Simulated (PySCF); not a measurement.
# Frontier levels across methods

Species: C₄H₄F₂.
Geometry (PBE0-D3(BJ)/def2-SVP, Å), atoms numbered from 1 in this order:
```xyz
10
C4H4F2 angstrom
C      1.9065   -0.2736    0.8854
C      0.8258   -0.3616    0.1584
C     -0.2671   -0.4355   -0.5584
C     -1.4126    0.5069   -0.3771
F     -2.5415   -0.1845   -0.0995
F     -1.6398    1.1861   -1.5248
H      1.9967   -0.8221    1.8288
H      2.7529    0.3455    0.5696
H     -0.3875   -1.1994   -1.3364
H     -1.2346    1.2338    0.4333
```

Basis pcSseg-2 throughout (PySCF), one geometry. The structure is a single PBE0-D3(BJ)/def2-SVP conformer in the gas phase; no vibrational or solvent corrections.

Q: How do the orbital energies, the gap and the dipole change with the method?

A: 
```
   method                    kind  HOMO (eV)  LUMO (eV)  gap (eV)  μ (D)  SCF cycles
    B97-2           global hybrid      -8.02      -0.49      7.53   2.58          14
     PBE0           global hybrid      -8.28      -0.43      7.85   2.60          14
 mPW1PW91           global hybrid      -8.30      -0.44      7.86   2.61          14
BHandHLYP           global hybrid      -9.36       0.67     10.03   2.80          13
CAM-B3LYP  range-separated hybrid      -9.65       0.70     10.34   2.71          13
  wB97X-D  range-separated hybrid     -10.13       1.40     11.53   2.62          14
  LC-wPBE  range-separated hybrid     -11.03       1.87     12.90   2.69          14
```

The HOMO spans 3.02 eV, from B97-2 down to LC-wPBE, and the gap runs from 7.53 eV (B97-2) to 12.90 eV (LC-wPBE). Over the methods B97-2 (21 %), PBE0 (25 %), mPW1PW91 (25 %), BHandHLYP (50 %), a straight line through the gap against the share of exact exchange rises by 0.86 eV for each 10 % (correlation coefficient 1.000). The dipole ranges from 2.58 D (B97-2) to 2.80 D (BHandHLYP). This basis has no diffuse functions.
